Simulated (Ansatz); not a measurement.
Strength of the Si–Si bond: SiH3(SiH3) → 2 SiH3

Species: SiH3(SiH3) (disilane), singlet; SiH3 (silyl radical) `[SiH3]`, doublet. 

Shapes, held fixed at every level: PBE0-D4/def2-TZVP. Programs: Ansatz 0.2.0. The zero-point and thermal change to 298 K, harmonic and unscaled (PBE0-D4/def2-TZVP), is -11.8 kJ/mol.

```tsv
level	kind	ΔH(298 K) (kJ/mol)	less CCSD(T)/CBS estimate
HF/def2-SVP	Hartree–Fock	+225.6	-97.2
PBE-D4/def2-TZVPP	GGA	+309.1	-13.7
r2SCAN-D4/def2-TZVPP	meta-GGA	+296.7	-26.1
BHLYP-D4/def2-TZVPP	global hybrid	+307.9	-14.9
MP2/def2-SVP	perturbation theory	+292.5	-30.3
CCSD(T)/def2-TZVPP	coupled cluster or CI	+310.3	-12.5
CCSD/def2-TZVPP	coupled cluster or CI	+304.2	-18.6
CCSD(T)/CBS estimate	coupled cluster or CI	+322.8	0.0
```

The highest level, CCSD(T)/CBS estimate, gives ΔH(298 K) = +322.8 kJ/mol; the levels span +225.6 to +322.8. The column of differences is taken from that level and isn't an error. Hartree–Fock misses the correlation of the pair that is broken and comes out low. No measured value is set beside it here. Open shells run unrestricted unless RO is named. The CBS estimate extrapolates MP2 from def2-TZVPP and def2-QZVPP and adds CCSD(T) − MP2 in the triple-zeta set, cores frozen.
